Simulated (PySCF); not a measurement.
Atomic charges against the basis set

PF3.
Numbering: `[F:1][P:2]([F:3])[F:4]`

PBE0 throughout (PySCF), one geometry, spherical d and f functions. Geometry: PBE0-D3(BJ)/def2-SVP; no solvent, vibrations or thermal averaging. Atoms taken as equivalent share a column and are averaged.

Mulliken charges (e):

```csv
basis,functions,F1/F3/F4,P2
pcSseg-0,40,-0.481,+1.443
cc-pVDZ,60,-0.282,+0.846
aug-cc-pVDZ,96,-0.452,+1.356
cc-pVTZ,124,-0.250,+0.749
IGLO-III,149,-0.378,+1.133
pcSseg-3,292,-0.280,+0.841
```

IAO charges (e):

```json
{"basis": "pcSseg-0", "functions": "40", "F1/F3/F4": "-0.423", "P2": "+1.269"}
{"basis": "cc-pVDZ", "functions": "60", "F1/F3/F4": "-0.461", "P2": "+1.383"}
{"basis": "aug-cc-pVDZ", "functions": "96", "F1/F3/F4": "-0.472", "P2": "+1.417"}
{"basis": "cc-pVTZ", "functions": "124", "F1/F3/F4": "-0.479", "P2": "+1.436"}
{"basis": "IGLO-III", "functions": "149", "F1/F3/F4": "-0.482", "P2": "+1.446"}
{"basis": "pcSseg-3", "functions": "292", "F1/F3/F4": "-0.485", "P2": "+1.456"}
```

Hirshfeld charges (e):

```tsv
basis	functions	F1/F3/F4	P2
pcSseg-0	40	-0.171	+0.513
cc-pVDZ	60	-0.142	+0.426
aug-cc-pVDZ	96	-0.151	+0.454
cc-pVTZ	124	-0.143	+0.430
IGLO-III	149	-0.148	+0.444
pcSseg-3	292	-0.146	+0.437
```

ESP-fitted charges (e):

```json
{"basis": "pcSseg-0", "functions": "40", "F1/F3/F4": "-0.161", "P2": "+0.484"}
{"basis": "cc-pVDZ", "functions": "60", "F1/F3/F4": "-0.114", "P2": "+0.341"}
{"basis": "aug-cc-pVDZ", "functions": "96", "F1/F3/F4": "-0.109", "P2": "+0.328"}
{"basis": "cc-pVTZ", "functions": "124", "F1/F3/F4": "-0.103", "P2": "+0.308"}
{"basis": "IGLO-III", "functions": "149", "F1/F3/F4": "-0.107", "P2": "+0.321"}
{"basis": "pcSseg-3", "functions": "292", "F1/F3/F4": "-0.105", "P2": "+0.314"}
```

Which scheme is steadiest as the basis changes?

Largest range over the bases for any column: Hirshfeld 0.09 e, ESP-fitted 0.18 e, IAO 0.19 e, Mulliken 0.69 e. Hirshfeld charges move least and Mulliken charges most, counted in e.

How much do the charges still move between the two largest bases, IGLO-III and pcSseg-3?

At most, over all atoms: Mulliken 0.291 e, IAO 0.010 e, Hirshfeld 0.008 e, ESP-fitted 0.007 e.

What do the same runs give for the total energy, the frontier levels and the dipole moment?

```tsv
basis	energy (Eh)	HOMO (eV)	LUMO (eV)	μ (D)
pcSseg-0	-639.4219	-9.52	-0.17	1.83
cc-pVDZ	-640.5554	-9.16	0.08	1.29
aug-cc-pVDZ	-640.5978	-9.50	-0.65	1.23
cc-pVTZ	-640.7041	-9.31	-0.24	1.16
IGLO-III	-640.7232	-9.41	-0.34	1.22
pcSseg-3	-640.7581	-9.45	-0.61	1.18
```

The dipole is fixed by the density alone, so its range of 0.67 D shows that the density itself changes with the basis, not only its division among atoms.
